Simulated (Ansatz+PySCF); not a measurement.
Values are calculated unless marked as measured or tabulated.
# Several solutions for singlet LiH

```xyz
2

Li    0.0000    0.0000   -0.8588
H     0.0000    0.0000    2.5765
```

Basis set: 6-31G (spherical functions). Charge 0, multiplicity 1.

PBE0 (unrestricted) was run from several starts with Ansatz (development build ahead of 0.2.0) and PySCF 2.14.0.

| run | program | start | converged | energy (hartree) | <S²> |
| --- | --- | --- | --- | --- | --- |
| A | Ansatz | search for the lowest state | yes | -7.97346 | 0.71 |
| B | Ansatz | atomic start, no search | yes | -7.96157 | 0.00 |
| C | Ansatz | stability test followed | yes | -7.97346 | 0.71 |
| D | PySCF | program defaults | yes | -7.96157 | 0.00 |

(1) Which runs reached the lowest solution of this kind, and what is wrong with the others?

## Answers

(1) A, C reached the lowest solution found. Converged but too high: B by 0.32 eV, D by 0.32 eV. Convergence only shows a stationary point, and even a stable one can lie too high; stability tests and further starts are what find lower ones. Caution: charge can spread falsely over distant fragments. Caution: the unrestricted determinant is spin contaminated.
